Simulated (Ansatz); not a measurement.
Reaction (hydrogenolysis of a C–F bond): `CC(CF)CF` + H₂ → `CC(C)CF` + H–F

Isolated molecules relaxed with PBE0-D4/def2-TZVP in Ansatz; ΔE leaves out vibrations. CBS: MP2 limit from def2 TZ/QZ plus the TZ coupled-cluster correction, frozen cores. This one scheme is used for every species. Functionals use def2-TZVPP. B3LYP here is the variant with VWN-RPA as its local correlation; programs differ in this. Each species was taken in one conformer, which may not be the lowest.

```tsv
level	ΔE (kJ/mol)	difference from CCSD(T)/CBS
BLYP-D4	-85.1	17.2
PBE0-D4	-97.1	5.2
r2SCAN0-D4	-95.4	6.9
CAM-B3LYP-D4	-89.5	12.8
B2PLYP	-95.7	6.6
PBE-QIDH	-102.6	-0.3
PBE	-91.8	10.5
BLYP	-87.1	15.2
r2SCAN	-89.2	13.1
PBE0	-98.0	4.3
B3LYP	-92.0	10.3
r2SCAN0	-95.8	6.5
HF/def2-SVP	-88.6	13.7
CCSD(T)/def2-TZVPP	-99.2	3.1
MP2/CBS(def2)	-108.7	-6.4
CCSD/CBS(def2)	-104.4	-2.1
CCSD(T)/CBS	-102.3	0
```

Largest T1 diagnostic among the species: 0.010.

At CCSD(T), def2-SVP lies +14.8 kJ/mol from the extrapolated value and def2-TZVPP +3.1 kJ/mol. From r2SCAN to r2SCAN0 (25 % exact exchange), in def2-TZVPP and without D4, ΔE moves by −6.6 kJ/mol.

CCSD(T)/CBS has its own doubt, a few kJ/mol and more with outer-core shells, so smaller differences from it don't rank the levels.
